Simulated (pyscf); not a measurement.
`[SH2]` + `[Cl][GaH][Cl]` → `[SH][Ga]([Cl])[Cl]` + `[H][H]`, a four-centre exchange (singlet surface; H–S, Ga–H broken, Ga–S, H–H formed). Structures and frequencies: ωB97X-D3(BJ)/def2-SVP in PySCF. Energies in eV from the separated reactants.

Small-basis levels: PySCF, no dispersion term, spherical d functions. AM1 to PM7: differences of heats of formation from MOPAC, which are fitted to 298 K values and so differ in kind from electronic energies by zero-point and thermal terms. Cost: rough CPU time at the saddle relative to B3LYP/6-31G*+LANL2DZ, from one job on a shared machine.

```csv
level,barrier,reaction energy,cost
HF/3-21G,1.35,-0.78,0.10
MP2/6-31G*+LANL2DZ,1.12,-0.78,0.1
SVWN5/6-31G*+LANL2DZ,0.10,-0.72,0.9
B3LYP/STO-3G,0.84,-1.24,1
B3LYP/3-21G,0.54,-0.91,1
PBE/def2-SVP,0.33,-0.65,2
PM3,-0.52,-1.51,under 0.02
ωB97M-D3(BJ)/def2-TZVP,0.75,-0.62,–
```

Against the last row the barrier runs from -1.27 (PM3) to +0.60 eV (HF/3-21G). At PM3 this geometry lies under one side, so the entry may be no barrier of that level: it is a single point on another level's saddle. ωB97M-D3(BJ)/def2-TZVP has limits of its own. On the reactant side the descent ends in an adduct with a Ga–S contact, 0.74 eV under the separated species and 1.30 eV under the saddle at ωB97X-D3(BJ)/def2-TZVP. What is counted as formed (Ga–S) is already present as a longer contact in the reactant adduct; forming that adduct is a step of its own. At ωB97X-D3(BJ)/def2-TZVP the barrier from the zero used here is 0.56 eV. This is the saddle that the search found; another between the same sides may lie lower. In the def2 sets elements up to Kr have no core potential.
